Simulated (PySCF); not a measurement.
## Name the molecule from its bond curve

A diatomic of charge 0 contains Li. Its triplet curve at PBE0 in a triple-zeta basis (no relativity, PySCF), in eV from the separated fragments:

```
R (Å)  E (eV)
1.596  -1.267
1.670  -1.487
1.745  -1.610
1.800  -1.654
1.856  -1.667
1.912  -1.655
1.986  -1.610
2.079  -1.521
2.190  -1.385
2.339  -1.186
```

The fit gives ωe = 681 cm⁻¹ and the rotational constant Bₑ = 1.048 cm⁻¹.

Q: Which atom is the partner?

A: The minimum lies at 1.855 Å, so the reduced mass is 16.8576 u Å² cm⁻¹/(Bₑ·Re²) = 4.675 u. With Li at 7.02 u the partner weighs about 14.0 u: N. The molecule is LiN.

The state was picked by a PBE0 search and need not be the measured ground state.
